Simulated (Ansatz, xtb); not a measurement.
# Isomers of HNOS in order of energy

5 gas-phase structures of HNOS, found in a search over its isomers (lower ones may exist). Each was relaxed with GFN2-xTB; where two conformers were screened, the lower at r2SCAN-D4/def2-SVP is listed:

A. `ON=S`, a singlet
B. `N#SO`, a singlet
C. `O=NS`, a singlet
D. `O=[NH+][S-]`, a singlet
E. `N=S=O`, a singlet

Q: Make a reasoned guess at their ranking by r2SCAN-D4/def2-SVP single-point energy.

A: Calculated order at r2SCAN-D4/def2-SVP: E (0.0), D (15.4), B (16.3), C (18.5), A (23.3) kcal/mol. Less than 1 kcal/mol parts D and B, so the order within that pair means little.

Energies above the lowest of each column, in kcal/mol; the last columns are at B3LYP/6-31G* geometries and were run for some of them only (a dash: not run or not comparable):

```csv
structure,GFN2-xTB,HF/STO-3G,r2SCAN-D4/def2-SVP,B3LYP/6-31G*,CCSD(T)/def2-TZVPP
E,0.0,89.3,0.0,0.0,0.0
D,33.3,32.9,15.4,18.6,–
B,21.2,53.8,16.3,16.2,17.8
C,36.4,0.0,18.5,17.1,–
A,29.1,10.5,23.3,–,–
```

CCSD(T)/def2-TZVPP puts E lowest of those it was run on; HF/STO-3G picks C. Flexible structures stand in one conformer each, not always the lowest. Frequencies (B3LYP/6-31G*) were run for B, E alone. Large T1 diagnostics make some coupled-cluster values less sure.

Over these structures GFN2-xTB departs from r2SCAN-D4/def2-SVP by 6.9 kcal/mol on average once a common shift is removed. A GFN2-xTB relaxation took about 0.077 s and the r2SCAN-D4/def2-SVP energy about 1.3 s on a shared host (Ansatz 0.2.0, xtb 6.7.1 (Pople sets with spherical d functions)).
